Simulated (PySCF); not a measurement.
**Single point on BS**

State: ²Σ⁺ (doublet), unpaired electrons σ ↑.

An equivalent input (the run itself took its basis sets from the Basis Set Exchange, started from a PBE0 density and held the occupation σ 7α 6β, πx 2α 2β, πy 2α 2β):

```python
from pyscf import gto, scf
mol = gto.M(atom='B 0 0 0; S 0 0 1.616', basis={'B': 'def2-SVP', 'S': 'def2-SVP'},
            charge=0, spin=1, verbose=4, symmetry='C2v')
mf = scf.ROHF(mol)
mf.irrep_nelec = {'A1': (7, 6), 'B1': (2, 2), 'B2': (2, 2)}
mf.conv_tol = 1e-9
mf.max_cycle = 60
mf.diis_space = 10
mf.kernel()
```

The log (some set-up lines and the per-cycle HOMO/LUMO lines removed):

```
******** <class 'pyscf.scf.hf_symm.SymAdaptedROHF'> ********
method = SymAdaptedROHF
damping factor = 0
level_shift factor = 0
DIIS = <class 'pyscf.scf.diis.CDIIS'>
diis_start_cycle = 1
diis_space = 10
diis_damp = 0
SCF conv_tol = 1e-09
SCF conv_tol_grad = None
SCF max_cycles = 60
num. doubly occ = 10  num. singly occ = 1
Set gradient conv threshold to 3.16228e-05
init E= -422.012448163428
cycle= 1 E= -422.016658320664  delta_E= -0.00421  |g|= 0.0398  |ddm|= 0.189
cycle= 2 E= -422.017299346532  delta_E= -0.000641  |g|= 0.0184  |ddm|= 0.0707
cycle= 3 E= -422.017462615276  delta_E= -0.000163  |g|= 0.00828  |ddm|= 0.0216
cycle= 4 E= -422.017496087815  delta_E= -3.35e-05  |g|= 0.00125  |ddm|= 0.0131
cycle= 5 E= -422.017497443404  delta_E= -1.36e-06  |g|= 0.000343  |ddm|= 0.00267
cycle= 6 E= -422.017497557066  delta_E= -1.14e-07  |g|= 7.81e-05  |ddm|= 0.000786
cycle= 7 E= -422.017497563039  delta_E= -5.97e-09  |g|= 8.63e-06  |ddm|= 0.000207
cycle= 8 E= -422.017497563098  delta_E= -5.83e-11  |g|= 1.74e-06  |ddm|= 1.58e-05
Extra cycle  E= -422.0174975631  delta_E= -2.5e-12  |g|= 6.58e-07  |ddm|= 2.86e-06
converged SCF energy = -422.0174975631
```

Repeating this along the bond gives Re = 1.600 Å and ωe = 1293 cm⁻¹.

A point of this curve took 0.025 CPU seconds beside 0.016 for the integrals, on Arm Neoverse V2 (shared host).

The state was picked by a PBE0 search and need not be the measured ground state.
